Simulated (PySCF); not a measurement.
**Löwdin shares of the frontier orbitals**

Species: C₂H₂F₂.
Structure used (PBE0-D3(BJ)/def2-TZVP), in Å, numbered top down from 1:
```
atom  x, y, z in Å
C1    -0.6441   -0.1910    0.2776
C2     0.5192    0.1433   -0.2360
F3     1.3582    1.0073    0.2885
F4     1.0191   -0.3335   -1.3524
H5    -0.9660    0.2570    1.2045
H6    -1.2636   -0.9135   -0.2297
```

Computed with TDDFT CAM-B3LYP/aug-cc-pVTZ, vertical, gas phase, core orbitals frozen in the response (PySCF 2.14.0, density-fitted response routines). Isolated species at its PBE0-D3(BJ)/def2-TZVP geometry, gas phase.

Kohn–Sham orbitals with the atoms that hold most of them (Löwdin shares over 4%, at most four atoms; ? is withheld):

```csv
orbital,ε (eV),atoms
LUMO+2,1.06,"C1 51%, C2 39%"
LUMO+1,0.85,"H5 29%, H6 29%, C1 26%, C2 15%"
LUMO,?,?
HOMO,-9.23,?
HOMO-1,-13.41,"C1 29%, F3 20%, F4 20%, C2 11%"
HOMO-2,-14.07,"F3 27%, F4 27%, C1 22%, C2 14%"
HOMO-3,-14.39,"F3 29%, F4 29%, C1 21%, C2 7%"
```

Give the leading atoms of the HOMO.

C1 (bonded to C and 2 H) 39%; C2 (bonded to C and 2 F) 30%; F4 (bonded to C) 10%; F3 (bonded to C) 10%. By element: carbon 69%, fluorine 19%.

Which atoms hold the LUMO, and with what shares?

H6 (bonded to C) 44%; H5 (bonded to C) 44%; C1 (bonded to C and 2 H) 4%; C2 (bonded to C and 2 F) 4%. By element: hydrogen 89%, carbon 8%.

What is the LUMO energy, and the HOMO–LUMO gap?

ε(LUMO) = 0.27 eV; the gap is 9.50 eV (0.3491 hartree).

The HOMO–LUMO gap is 9.50 eV. Where does the response calculation put the lowest singlet, and from which orbitals?

S1 is at 6.72 eV (f = 0.041), 2.78 eV below the gap, made of HOMO→LUMO (88%), HOMO→LUMO+7 (8%). Without the coupling terms of the response equations the lowest excitation would equal the gap.

One configuration dominates each of S1 and S3. Which, and how do the shares of the two leading atoms of either orbital change from the occupied to the empty one?

- S1 (6.72 eV, f 0.041), HOMO→LUMO (88%): C1 39% → 4%, C2 30% → 4%, H6 at most 10% → 44%, H5 at most 10% → 44%
- S3 (7.67 eV, f 0.0000), HOMO→LUMO+1 (85%): C1 39% → 26%, C2 30% → 15%, H5 at most 10% → 29%, H6 at most 10% → 29%

Hardware: one thread of an Arm Neoverse V2, shared host. Cost: 16 s of wall time, 0.79 GiB resident at most.
